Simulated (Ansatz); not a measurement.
Reaction (substitution at a C–F bond): `N#CCF` + CH₃OH → `COCC#N` + H–F

Calculated with Ansatz (gas phase, PBE0-D4/def2-TZVP geometries, no zero-point term in ΔE). CCSD(T)/CBS adds triple-zeta CCSD(T) − MP2 to the extrapolated MP2 energy (def2 sets, frozen cores). This one scheme is used for every species. Functionals use def2-TZVPP. B3LYP here is the variant with VWN-RPA as its local correlation; programs differ in this. One conformer a species, not always the lowest.

| level | ΔE (kJ/mol) |
| --- | --- |
| BHLYP-D4 | -24.0 |
| B3LYP | -16.0 |
| LC-ωPBE | -22.4 |
| MP2/def2-TZVPP | -36.9 |

Q: What does CCSD(T)/CBS give? (An estimate is asked.)

A: Computed: -32.7 kJ/mol. The listed levels differ from it by 8.7, 16.7, 10.3, -4.2 kJ/mol.

Largest T1 diagnostic among the species: 0.013.

From BLYP to BHLYP (50 % exact exchange), in def2-TZVPP and without D4, ΔE moves by −6.2 kJ/mol. Leaving LDA and LC-ωPBE aside and taking each functional with its dispersion term where it has one, the values, not all of them listed here, spread over 8.5 kJ/mol, from PBE-QIDH to B97M-V. LDA lies −12.0 kJ/mol from PBE without D4.
